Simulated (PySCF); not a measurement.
**How methods differ on the electron affinity of P**

P⁻ [Ne] 3s2 3p4 (3P) → P [Ne] 3s2 3p3 (4S), as a difference of total energies. Calculation: PySCF 2.14, in aug-cc-pV(Q+d)Z; no relativity, point nucleus. Correlated levels: valence: [Ne] frozen. The calculations carry no spin-orbit coupling.

```csv
method,electron affinity (eV),plus first-order spin-orbit estimate,error of that sum (eV)
UHF,-0.323,-0.311,-1.058
LDA,1.034,1.045,+0.298
PBE,0.882,0.894,+0.147
PBE0,0.783,0.795,+0.048
r2SCAN,0.794,0.806,+0.059
TPSS,0.847,0.859,+0.112
LC-wPBE,0.751,0.763,+0.016
PW91,0.923,0.935,+0.188
M06,0.775,0.787,+0.040
MP2 (valence),0.542,0.554,-0.193
SCS-MP2 (valence),0.628,0.640,-0.107
```

Reference: 0.747 eV (measured; photodetachment measurements, as compiled on the Wikipedia data page of electron affinities).

A first-order spin-orbit estimate (lowest level to lowest level, LS coupling) adds 0.012 eV.

Errors of the correlated levels include the incompleteness of this basis and the frozen core.

A negative affinity means that the anion lies above the atom at that level of theory.

In the anion the highest occupied orbital energy is positive at LDA, PBE, PBE0, r2SCAN, TPSS, PW91, M06, a self-interaction effect; the basis confines that electron, and the energy difference can still be sensible.
